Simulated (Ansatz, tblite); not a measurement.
Elastic constant C12 of zinc-blende BAs: levels of theory against measurement

Reference value: 79.5 GPa (measured, room temperature, not corrected to a static lattice, sources range from 76.0 to 79.5; as tabulated in Kang et al. (2019), arXiv:1911.11281).

```csv
level (code),value (GPa),cell (Å³/atom),difference (%)
GFN2-xTB (tblite),55.2,14.53,-31
LDA (Ansatz),75.8,13.25,-4.7
PBE (Ansatz),63.6,13.90,-20.0
PBE-D3(BJ) (Ansatz),70.2,13.52,-11.7
r²SCAN (Ansatz),66.6,13.68,-16.2
```

The reference is not for a static lattice or low temperature, so close values are not ranked against it. Off by more than 25 % (a bound picked here): GFN2-xTB (-31 %).

The reference has no zero-point or thermal correction, while the calculations are for a static lattice, so the differences are not the levels' errors alone.  GFN2-xTB: the method was fitted mainly to molecules. GFN2-xTB: the run uses a supercell at the zone centre in place of a k mesh. PBE-D3(BJ): the dispersion coefficients are held fixed in the derivatives. Each level is taken at its own relaxed cell. Cutoffs differ between the levels. Ansatz's density-functional and Hartree–Fock values are scalar-relativistic unless marked +SOC, with PAW data made under PBE.

Differences are worked out from the printed values.

Ansatz is a program for electronic structure.
